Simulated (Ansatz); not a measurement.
Copper, fcc: convergence with Methfessel-Paxton smearing

Computed with Ansatz, PBE, scalar-relativistic PAW, on the relaxed cell (a = 3.629 Å; spin not included). Errors count from a run at 420 eV on a Γ-centred 24×24×24 mesh with Fermi-Dirac smearing of 0.1 eV, extrapolated to zero width. Fixed here: cutoff 420 eV, mesh 15×15×15. The SCF starts from atomic densities corrected by a trained network.

```tsv
width (eV)	E(σ→0) error (meV/atom)	F error (meV/atom)	P (GPa)	SCF iterations
0.01	2.3	2.3	-0.17	4
0.03	2.2	2.2	-0.17	4
0.1	2.1	2.1	-0.19	4
0.2	2.1	1.9	-0.11	5
0.3	1.7	1.4	-0.07	4
0.6	1.1	1.5	0.01	4
```

**Question.** What does the run at 1.0 give (width)?

**Answer.** E(σ→0) error (meV/atom): -14.1; F error (meV/atom): 20.2; P (GPa): -1.24; SCF iterations: 5.
